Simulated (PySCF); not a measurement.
Ligands exchanged one at a time, Si F-H. Isolated molecules, 0 K electronic values unless said otherwise. Strings in code marks are SMILES.

Quantity: redistribution energy (mixed species minus the weighted end members), in kcal/mol.

A: 1 of 4 F replaced by H: `F[SiH](F)F`
B: 3 of 4 F replaced by H: `F[SiH3]`
C: 2 of 4 F replaced by H: `F[SiH2]F`

### Question
Put the candidates in order of redistribution energy (mixed species minus the weighted end members), lowest first, for PBE-D3(BJ)/def2-TZVP // PBE0-D3(BJ)/def2-TZVP (PySCF).

### Answer
A (-0.75 kcal/mol), C (2.83 kcal/mol), B (4.77 kcal/mol)
